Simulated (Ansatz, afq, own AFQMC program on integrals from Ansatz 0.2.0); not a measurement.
# Where AFQMC and coupled cluster stand for AlH3, triplet

```xyz
4

Al   -0.0055    0.0795   -0.1186
H    -0.0055   -1.3674   -0.7770
H     0.5795   -0.4549    2.3188
H    -0.4262   -0.3047    1.6340
```

Basis 6-31G. Noble-gas cores (and the filled d shells of Ga–Kr and In–Xe) are frozen. AFQMC by an in-house program on the Cholesky factors that Ansatz 0.2.0 writes for its CCSD(T) run. The CISD trial takes its coefficients from CCSD amplitudes. Released means that phaseless walkers are propagated on without the constraint, phases kept. Error bars are statistical, one sigma.

Determinant: UHF, the one that the program's search chose, which needn't be the lowest solution. The geometry is a point of a scan.

Full CI on the same integrals is exact in this basis and with this determinant's frozen core.

Cautions: lower spins were not checked; strong correlation (T1 0.051, weight of the determinant 0.90, largest double 0.05); the ph-AFQMC/HF walk drifts between its halves (2.1 errors).

The T1 diagnostic is 0.0511. The weight of the determinant in the CISD state is 0.902, the ⟨S²⟩ of the determinant is 2.045 and the size of the correlated space is 6 electrons in 14 orbitals.

Reference: full CI, correlation energy -1.637 eV. The released energy is read at 2.40 1/Eh (meV from the phaseless value at times in 1/Eh: -1.6 ± 1.2 at 0.24, -2.2 ± 1.0 at 0.51, -4.7 ± 0.7 at 0.99, -5.7 ± 0.8 at 1.62, -7.6 ± 0.9 at 2.40).

```json
{"level": "HF", "E − E(reference) (mEh)": "60.15", "share of correlation (%)": "0.00"}
{"level": "MP2", "E − E(reference) (mEh)": "24.89", "share of correlation (%)": "58.62"}
{"level": "CCSD", "E − E(reference) (mEh)": "2.24", "share of correlation (%)": "96.28"}
{"level": "CCSD(T)", "E − E(reference) (mEh)": "0.99", "share of correlation (%)": "98.35"}
{"level": "CCSDT", "E − E(reference) (mEh)": "0.03", "share of correlation (%)": "99.95"}
{"level": "CCSDT(Q)", "E − E(reference) (mEh)": "0.01", "share of correlation (%)": "99.99"}
{"level": "CCSDTQ", "E − E(reference) (mEh)": "0.00", "share of correlation (%)": "100.00"}
{"level": "ph-AFQMC/HF", "E − E(reference) (mEh)": "1.99 ± 0.41", "share of correlation (%)": "96.69"}
{"level": "ph-AFQMC/CISD", "E − E(reference) (mEh)": "0.52 ± 0.05", "share of correlation (%)": "99.13"}
{"level": "released AFQMC", "E − E(reference) (mEh)": "0.24 ± 0.03", "share of correlation (%)": "99.60"}
```

CCSDT and higher add their correlation energy to the determinant of the CCSD(T) run, since their own runs factorise the integrals more tightly (a shift of under 2 meV). Released energies are given only where the last usable release times agree within the noise; a slower fall can still hide under it.
